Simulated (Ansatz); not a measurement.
# FH₄PSi: taking an electron away

An exercise on one series of results from a longer session: the logs are not shown, and one member is left open.

Program: Ansatz 0.2.0, Gaussian basis. Level of theory: unrestricted cation, the program's frozen cores in correlated methods. These are calculated values, not measurements.

The runs, in order: UKS PBE-D4/def2-TZVPP; UKS r2SCAN-D4/def2-TZVPP; UKS PBE0-D4/def2-TZVPP; UKS B3LYP-D4/def2-TZVPP; UKS wB97X-V/def2-TZVPP; UKS wB97M-V/def2-TZVPP; UKS B2PLYP/def2-TZVPP; UHF-CCSD(T)/def2-TZVPP; UHF-MP2/def2-QZVPP; extrapolation to the limit; then −ε(HOMO) from the neutral's earlier runs with LDA (SPW92), PBE-D4, revPBE-D4, BLYP-D4, r2SCAN-D4, B97M-V, PBE0-D4, B3LYP-D4, r2SCANh-D4, r2SCAN0-D4, HSE06-D4, BHLYP-D4, CAM-B3LYP-D4, LC-ωPBE, ωB97X-V, ωB97M-V.

### The relaxed structure

An earlier PBE0-D4 in a triple-zeta def2 set relaxation fixed the geometry.

7 atoms, charge 0, spin multiplicity 1.

Atoms are counted from 1 here; the program's logs count them from 0.

Bond lengths: F1–Si2 1.603 Å, Si2–P3 2.244 Å, Si2–H4 1.484 Å, Si2–H5 1.483 Å, P3–H6 1.421 Å, P3–H7 1.423 Å. Angles: F1–Si2–P3 108.5°, F1–Si2–H4 108.3°, F1–Si2–H5 107.0°, P3–Si2–H4 108.5°, P3–Si2–H5 114.2°, H4–Si2–H5 110.2°, Si2–P3–H6 93.9°, Si2–P3–H7 90.5°, H6–P3–H7 93.4°.

As a file:

```
atom     x (Å)     y (Å)     z (Å)
  F1  -2.08655  -0.13023   0.20239
 Si2  -0.62321  -0.18777  -0.44829
  P3   0.89122  -0.21168   1.20782
  H4  -0.50398  -1.45289  -1.21488
  H5  -0.50886   0.97629  -1.36078
  H6   0.94342   1.20424   1.31072
  H7   1.94926  -0.26596   0.25742
```

Set-up of the first run:

File in.yaml:

```yaml
crystal:
  periodic: [false, false, false]
  atoms:
    - {symbol: F, position_ang: [-2.086549, -0.130225, 0.202391]}
    - {symbol: Si, position_ang: [-0.623211, -0.187767, -0.448290]}
    - {symbol: P, position_ang: [0.891218, -0.211684, 1.207817]}
    - {symbol: H, position_ang: [-0.503981, -1.452887, -1.214880]}
    - {symbol: H, position_ang: [-0.508859, 0.976286, -1.360777]}
    - {symbol: H, position_ang: [0.943424, 1.204239, 1.310722]}
    - {symbol: H, position_ang: [1.949258, -0.265960, 0.257417]}
basis:
  gaussian: {orbitals: def2-TZVPP}
total_charge: 1
magnetization: {spin_polarized: true, initial_magnetization: 1}
hamiltonian: {xc: pbe, dispersion: d4}
```

Started as:

```console
$ ansatz run in.yaml --threads 2 --pin off --events-out ev --progress --plain --max-ram 4352MiB
```

Steps of the session up to this table: Cation, UKS PBE-D4/def2-TZVPP; Cation, UKS r2SCAN-D4/def2-TZVPP; Cation, UKS PBE0-D4/def2-TZVPP; Cation, UKS B3LYP-D4/def2-TZVPP; Cation, UKS wB97X-V/def2-TZVPP; Cation, UKS wB97M-V/def2-TZVPP; Cation, UKS B2PLYP (frozen core)/def2-TZVPP; Cation, UHF-CCSD(T)/def2-TZVPP; Cation, UHF-MP2/def2-QZVPP.

One of the session's tables, all rows but one given; the rest of the session is left out.

For comparison, −ε(HOMO) of the neutral from earlier runs:

| functional | −ε(HOMO) (eV) |
| --- | --- |
| LDA (SPW92) | 6.82 |
| PBE-D4 | 6.73 |
| revPBE-D4 | 6.70 |
| BLYP-D4 | 6.58 |
| r2SCAN-D4 | 6.99 |
| B97M-V | 7.12 |
| PBE0-D4 | 7.87 |
| B3LYP-D4 | 7.65 |
| r2SCANh-D4 | 7.40 |
| r2SCAN0-D4 | ? |
| HSE06-D4 | 7.47 |
| BHLYP-D4 | 8.86 |
| CAM-B3LYP-D4 | 9.14 |
| LC-ωPBE | 10.49 |
| ωB97X-V | 10.14 |
| ωB97M-V | 9.96 |

Q: Estimate the row for r2SCAN0-D4 from the others.

Worked estimate for «−ε(HOMO) (eV)». Against the share of exact exchange, r2SCAN-D4 (0, 6.99), r2SCANh-D4 (0.1, 7.40) give a slope of 4.10 per unit share; at 0.25 the line stands at 8.01.

The run gave: −ε(HOMO) (eV): 8.03. In «−ε(HOMO) (eV)» the line misses by -0.02.
